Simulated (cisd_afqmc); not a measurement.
Input (AFQMC/CISD/aug-cc-pVTZ; cisd_afqmc is a phaseless AFQMC code with CISD trial states that reads the integrals written by Ansatz):

Ansatz 0.2 input:
```python
import cisd_afqmc

open("ham.yaml", "w").write("""\
crystal:
  periodic: [false, false, false]
  atoms:
    - {symbol: F, position_ang: [-0.00000000, -0.00000000, -0.09153811]}
    - {symbol: H, position_ang: [0.00000000, 0.00000000, 0.82384296]}
basis:
  gaussian:
    orbitals: aug-cc-pVTZ
magnetization: {spin_polarized: false}
correlation: {method: ccsd, electrons: outside_noble_gas, hamiltonian_folder: ham}
""")
rep = cisd_afqmc.ansatz("ham.yaml")
e_ccsd = rep["correlation"]["coupled_cluster"]["energy"]["hartree"]
out = cisd_afqmc.run("ham", e_ccsd, trial="CISD", walkers=100, populations=8, threads=8, dt=0.005, steps=40, early=24, settle=10, least=32,
    cut=5e-5, rank_cut=2e-4, target=0.0004, seconds=1500, seed=1, memory=17280, gpu=False)
```

Output:

```
orbitals 68, occupied [4], factors 324 of 415, rank of the doubles 118 of 256
E(HF) = -100.061136
E(CCSD) on the cut factors = -100.342028, shift to the whole factors -0.000008
Energy of the trial state on the determinant = -100.342029
  tau behind 7.2 of longer steps, mean of the populations' last blocks
   2.0  -100.34931
   4.0  -100.35010
   6.0  -100.34966
   8.0  -100.35145
blocks 285 (0 outliers left out), error by blocks joined: 1: 0.00024, 2: 0.00027, 4: 0.00031, 8: 0.00036, 16: 0.00036
E(AFQMC/CISD) = -100.35026 +/- 0.00036
```
